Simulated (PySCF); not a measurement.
isobutene (C4H8), singlet, geometry from GFN2-xTB; DF-BLYP/def2-SVP in PySCF.

Input for PySCF:
```python
from pyscf import gto, scf, dft

mol = gto.Mole()
mol.atom = '''
    C    -0.003583   -0.007268    1.449531
    C    -0.000314   -0.000637    0.127043
    H    -0.002796    0.903902    2.023744
    H    -0.007186   -0.924151    2.014567
    C     0.004712    1.267277   -0.672192
    H     0.005227    2.140049   -0.024851
    H     0.885835    1.305480   -1.312337
    H    -0.873056    1.309725   -1.316663
    C    -0.001358   -1.260473   -0.684882
    H    -0.005051   -2.139692   -0.046336
    H    -0.879304   -1.292232   -1.329725
    H     0.879587   -1.296478   -1.325398
'''
mol.basis = 'def2-svp'
mol.charge = 0
mol.spin = 0
mol.verbose = 4
mol.build()

mf = dft.UKS(mol)
mf.xc = 'blyp'
mf = mf.density_fit(auxbasis='def2-universal-jkfit')
mf.kernel()
mf.analyze()
```

What does PySCF print? Leave out banner, timings and long lists.


```
PySCF version 2.14.0

[INPUT] verbose = 4
[INPUT] num. atoms = 12
[INPUT] num. electrons = 32
[INPUT] charge = 0
[INPUT] spin (= nelec alpha-beta = 2S) = 0
[INPUT] symmetry False subgroup None
[INPUT] Mole.unit = angstrom
[INPUT] Symbol           X                Y                Z      unit          X                Y                Z       unit  Magmom
[...]
nuclear repulsion = 120.428269296611
number of shells = 48
number of NR pGTOs = 152
number of NR cGTOs = 96
basis = def2-svp
ecp = {}

******** <class 'pyscf.df.df_jk.DFUKS'> ********
method = DFUKS
initial guess = minao
damping factor = 0
level_shift factor = 0
DIIS = <class 'pyscf.scf.diis.CDIIS'>
diis_start_cycle = 1
diis_space = 8
diis_damp = 0
SCF conv_tol = 1e-09
SCF conv_tol_grad = None
SCF max_cycles = 50
direct_scf = False
number electrons alpha = 16  beta = 16
XC library pyscf.dft.libxc version 7.1.2
    S. Lehtola, C. Steigemann, M. J. T. Oliveira, and M. A. L. Marques,  SoftwareX 7, 1–5 (2018)
XC functionals = blyp
    A. D. Becke,  Phys. Rev. A 38, 3098 (1988)
    C. Lee, W. Yang, and R. G. Parr,  Phys. Rev. B 37, 785 (1988)
    B. Miehlich, A. Savin, H. Stoll, and H. Preuss,  Chem. Phys. Lett. 157, 200 (1989)
radial grids:
    Treutler-Ahlrichs [JCP 102, 346 (1995); DOI:10.1063/1.469408] (M4) radial grids

becke partition: Becke, JCP 88, 2547 (1988); DOI:10.1063/1.454033
pruning grids: <function nwchem_prune>
grids dens level: 3
symmetrized grids: False
atomic radii adjust function: <function treutler_atomic_radii_adjust>
small_rho_cutoff = 0
Set gradient conv threshold to 3.16228e-05
tot grids = 134936
init E= -157.217452623345
cycle= 1 E= -156.956776857512  delta_E= 0.261  |g|= 0.28  |ddm|= 2.44
cycle= 2 E= -156.904139835146  delta_E= 0.0526  |g|= 0.41  |ddm|= 0.813
cycle= 3 E= -156.999374219758  delta_E= -0.0952  |g|= 0.0697  |ddm|= 0.543
cycle= 4 E= -157.001724286049  delta_E= -0.00235  |g|= 0.0281  |ddm|= 0.093
cycle= 5 E= -157.002158799102  delta_E= -0.000435  |g|= 0.00241  |ddm|= 0.0334
cycle= 6 E= -157.002161692249  delta_E= -2.89e-06  |g|= 0.000609  |ddm|= 0.00409
cycle= 7 E= -157.002161875565  delta_E= -1.83e-07  |g|= 0.000227  |ddm|= 0.000871
cycle= 8 E= -157.002161903429  delta_E= -2.79e-08  |g|= 4.16e-05  |ddm|= 0.000334
cycle= 9 E= -157.002161904817  delta_E= -1.39e-09  |g|= 1.11e-05  |ddm|= 8.12e-05
cycle= 10 E= -157.002161904968  delta_E= -1.51e-10  |g|= 4.33e-06  |ddm|= 3.16e-05
Extra cycle  E= -157.002161904955  delta_E= 1.34e-11  |g|= 7.61e-06  |ddm|= 1.98e-05
converged SCF energy = -157.002161904955  <S^2> = 4.5634607e-11  2S+1 = 1
**** SCF Summaries ****
Total Energy =                        -157.002161904955074
Nuclear Repulsion Energy =             120.428269296611163
One-electron Energy =                 -447.858331680977017
Two-electron Energy =                  170.427900479410766
Two-electron Coulomb Energy =          194.999291862837225
DFT Exchange-Correlation Energy =      -24.571391383426459
**** MO energy ****
                             alpha | beta                alpha | beta
[...]
To work with the spin densities directly, `use mulliken_meta_spin()` only printing them here.

 ** Mulliken spin pop alpha/beta on meta-lowdin orthogonal AOs **
 ** Mulliken Spin Density (per AO)  **
spin_pop of  0 C 1s       -0.00000
spin_pop of  0 C 2s        0.00000
spin_pop of  0 C 3s       -0.00000
spin_pop of  0 C 2px       0.00001
spin_pop of  0 C 2py       0.00000
spin_pop of  0 C 2pz       0.00000
spin_pop of  0 C 3px       0.00000
spin_pop of  0 C 3py      -0.00000
spin_pop of  0 C 3pz      -0.00000
spin_pop of  0 C 3dxy      0.00000
spin_pop of  0 C 3dyz      0.00000
spin_pop of  0 C 3dz^2    -0.00000
spin_pop of  0 C 3dxz     -0.00000
spin_pop of  0 C 3dx2-y2   -0.00000
spin_pop of  1 C 1s        0.00000
spin_pop of  1 C 2s       -0.00000
spin_pop of  1 C 3s        0.00000
spin_pop of  1 C 2px      -0.00001
spin_pop of  1 C 2py      -0.00000
spin_pop of  1 C 2pz      -0.00000
spin_pop of  1 C 3px      -0.00000
[...]
spin_pop of  1 C 3dyz     -0.00000
spin_pop of  1 C 3dz^2     0.00000
spin_pop of  1 C 3dxz      0.00000
spin_pop of  1 C 3dx2-y2    0.00000
spin_pop of  2 H 1s       -0.00000
spin_pop of  2 H 2s        0.00000
spin_pop of  2 H 2px       0.00000
spin_pop of  2 H 2py      -0.00000
spin_pop of  2 H 2pz       0.00000
spin_pop of  3 H 1s       -0.00000
spin_pop of  3 H 2s        0.00000
spin_pop of  3 H 2px       0.00000
spin_pop of  3 H 2py      -0.00000
spin_pop of  3 H 2pz       0.00000
spin_pop of  4 C 1s       -0.00000
spin_pop of  4 C 2s        0.00000
spin_pop of  4 C 3s       -0.00000
spin_pop of  4 C 2px       0.00000
spin_pop of  4 C 2py       0.00000
spin_pop of  4 C 2pz       0.00000
spin_pop of  4 C 3px      -0.00000
spin_pop of  4 C 3py      -0.00000
spin_pop of  4 C 3pz      -0.00000
spin_pop of  4 C 3dxy     -0.00000
spin_pop of  4 C 3dyz      0.00000
spin_pop of  4 C 3dz^2     0.00000
spin_pop of  4 C 3dxz     -0.00000
spin_pop of  4 C 3dx2-y2    0.00000
spin_pop of  5 H 1s       -0.00000
spin_pop of  5 H 2s        0.00000
spin_pop of  5 H 2px      -0.00000
spin_pop of  5 H 2py       0.00000
spin_pop of  5 H 2pz       0.00000
spin_pop of  6 H 1s       -0.00000
spin_pop of  6 H 2s       -0.00000
spin_pop of  6 H 2px       0.00000
spin_pop of  6 H 2py      -0.00000
spin_pop of  6 H 2pz       0.00000
spin_pop of  7 H 1s       -0.00000
spin_pop of  7 H 2s       -0.00000
spin_pop of  7 H 2px       0.00000
spin_pop of  7 H 2py      -0.00000
spin_pop of  7 H 2pz       0.00000
spin_pop of  8 C 1s       -0.00000
spin_pop of  8 C 2s        0.00000
spin_pop of  8 C 3s       -0.00000
spin_pop of  8 C 2px       0.00000
spin_pop of  8 C 2py       0.00000
spin_pop of  8 C 2pz       0.00000
spin_pop of  8 C 3px      -0.00000
spin_pop of  8 C 3py      -0.00000
spin_pop of  8 C 3pz      -0.00000
spin_pop of  8 C 3dxy     -0.00000
spin_pop of  8 C 3dyz      0.00000
spin_pop of  8 C 3dz^2     0.00000
spin_pop of  8 C 3dxz     -0.00000
spin_pop of  8 C 3dx2-y2    0.00000
spin_pop of  9 H 1s       -0.00000
spin_pop of  9 H 2s        0.00000
spin_pop of  9 H 2px      -0.00000
spin_pop of  9 H 2py       0.00000
spin_pop of  9 H 2pz       0.00000
spin_pop of  10 H 1s       -0.00000
spin_pop of  10 H 2s       -0.00000
spin_pop of  10 H 2px       0.00000
spin_pop of  10 H 2py      -0.00000
spin_pop of  10 H 2pz       0.00000
spin_pop of  11 H 1s       -0.00000
spin_pop of  11 H 2s       -0.00000
spin_pop of  11 H 2px       0.00000
spin_pop of  11 H 2py      -0.00000
spin_pop of  11 H 2pz       0.00000
 ** Mulliken Spin Density (per atom)  **
spin density of  0 C =      0.00001
spin density of  1 C =     -0.00001
spin density of  2 H =     -0.00000
spin density of  3 H =     -0.00000
spin density of  4 C =      0.00000
spin density of  5 H =     -0.00000
spin density of  6 H =     -0.00000
spin density of  7 H =     -0.00000
spin density of  8 C =      0.00000
spin density of  9 H =     -0.00000
spin density of  10 H =     -0.00000
spin density of  11 H =     -0.00000
 ** Mulliken pop alpha/beta on meta-lowdin orthogonal AOs **
 ** Mulliken pop       alpha | beta **
In total            16.00000 | 16.00000
 ** Mulliken atomic charges   ( Nelec_alpha | Nelec_beta ) **
charge of  0C =     -0.25757  (     3.12879      3.12878 )
charge of  1C =      0.05792  (     2.97104      2.97105 )
charge of  2H =      0.09230  (     0.45385      0.45385 )
charge of  3H =      0.09230  (     0.45385      0.45385 )
charge of  4C =     -0.28679  (     3.14340      3.14339 )
charge of  5H =      0.09743  (     0.45129      0.45129 )
charge of  6H =      0.09844  (     0.45078      0.45078 )
charge of  7H =      0.09844  (     0.45078      0.45078 )
charge of  8C =     -0.28679  (     3.14340      3.14340 )
charge of  9H =      0.09743  (     0.45129      0.45129 )
charge of  10H =      0.09844  (     0.45078      0.45078 )
charge of  11H =      0.09844  (     0.45078      0.45078 )
Dipole moment(X, Y, Z, Debye):  0.00143,  0.00288, -0.58124
```
